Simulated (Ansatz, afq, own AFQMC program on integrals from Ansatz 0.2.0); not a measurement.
# HBr + SiH, doublet in cc-pVTZ along one coordinate

```xyz
4

Br   -2.0578    0.3699    0.0000
H    -0.6372    0.3699    0.0000
Si    1.1492    0.3699    0.0000
H     1.5457   -1.1096    0.0000
```

A hydrogen atom is moved from one rigid fragment to the other; the Br1–H2 distance tells how far. The two fragments are held close together, so this isn't a minimum-energy path and the start is a compressed complex. Energies in kJ/mol count from this geometry (1.421 Å) at the same level; the start stands on UHF, each point on the determinant named.

Basis cc-pVTZ. Only valence electrons are correlated. AFQMC by an in-house program on the Cholesky factors that Ansatz 0.2.0 writes for its CCSD(T) run. ph-AFQMC/CISD is guided by a CISD state made of CCSD amplitudes; releasing the constraint for a short imaginary time cuts its bias at the price of noise, slowly where states lie close. Error bars are statistical, one sigma. No spin–orbit coupling.

Cautions, each for one point or more: an unrestricted solution with more broken spin lies lower; higher spins were not checked; inner d shell frozen; no relativity below Rb; no spin-orbit coupling; strong correlation; unrestricted determinant slightly spin contaminated; unrestricted determinant spin contaminated; walk and cluster series may follow different spin states.

```csv
r(Br1–H2) / Å,det.,T1,weight,⟨S²⟩,CCSD(T),ph-AFQMC/CISD,released AFQMC,CCSDT(Q),B3LYP,PBE0
1.520,UHF,0.018,0.84,0.80,-5.6,-6.9 ± 0.8,–,-5.9,-10.9,-8.9
1.569,UHF,0.019,0.84,0.80,-4.9,-5.5 ± 0.7,-4.8 ± 1.2,-5.3,-12.4,-9.1
1.668,UHF¶,0.080,0.72,1.12,2.8,2.3 ± 0.7,1.5 ± 1.3*,1.2,-9.1,-2.7
1.767,UHF¶,0.085,0.70,1.19,19.3,17.5 ± 0.9,17.7 ± 1.5*,17.1,4.7,14.6
```

Weight is that of the determinant in the CISD state; at the start T1 is 0.016 and the weight 0.85, and ⟨S²⟩ is 0.79. ¶ marks points with a poor determinant and no full CI, where no value is sure; they don't count among the departures. An asterisk marks released energies that aren't shown to be converged. Symmetry can't show for every point that it stays on the start's state. A dash marks a missing value, a released energy that hasn't settled or a functional that sits on another state. Largest departures from CCSDT(Q), at the points where its series has closed: CCSD(T) 0.5 kJ/mol at 1.569 (on UHF), ph-AFQMC/CISD -1.0 kJ/mol at 1.520 (on UHF) (within the noise), B3LYP -7.0 kJ/mol at 1.569, PBE0 -3.8 kJ/mol at 1.569. Functionals count only at points shown to share the start's state and spin. In total energy ph-AFQMC/CISD lies 23 ± 6 meV above CCSDT(Q) at the start, so its agreement along the curve rests in part on cancellation.

Some points may be missing: those where a free walk finds a much lower state, and past Zn most of those on another determinant than at the start.

A walk keeps the symmetry of its determinant, which the program's search chose and which needn't be the lowest solution, so a lower state of the same spin and another symmetry isn't excluded.
